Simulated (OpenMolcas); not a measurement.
AlO (oxoaluminum): methods side by side

AlO: 2 atoms, total charge 0, spin state doublet. SMILES: `[O]=[Al]`. Geometry: a GFN2-xTB relaxation, a rough one for these elements and not checked as a minimum.

```xyz
2

O     0.0000    0.0000    0.0000
Al    0.0000    0.0000    1.5700
```

Each level gives the energy change with the O1–Al2 bond stretched from 1.570 to 2.748 Å (eV). The values are calculated.

```tsv
level	kind	program	value (eV)	less FCI/STO-3G
ROHF/STO-3G	Hartree–Fock	OpenMolcas	4.02	0.00
USVWN5/STO-3G	LDA	OpenMolcas	4.81	+0.79
UPBE/STO-3G	GGA	OpenMolcas	4.24	+0.22
UM06-2X/STO-3G	hybrid meta-GGA	OpenMolcas	4.08	+0.06
CASPT2(3,3)/STO-3G	multireference	OpenMolcas	3.21	-0.81
CASSCF(3,3)/STO-3G	multireference	OpenMolcas	2.73	-1.29
SC-NEVPT2(3,3)/STO-3G	multireference	OpenMolcas	3.16	-0.86
FCI/STO-3G	exact in the basis	OpenMolcas	4.02	0.00
```

FCI/STO-3G is exact within its basis and frozen core, so for wave-function methods in that basis the difference is their error; functionals converge differently with the basis, so for them it is only a difference. The first shape isn't each level's own minimum. The values span 2.73 to 4.81 eV. Spin contamination of the reference (⟨S²⟩ at least 0.1 too high) touches USVWN5/STO-3G, UPBE/STO-3G, UM06-2X/STO-3G. All rows use very small basis sets, so even the best lies far from the true value.
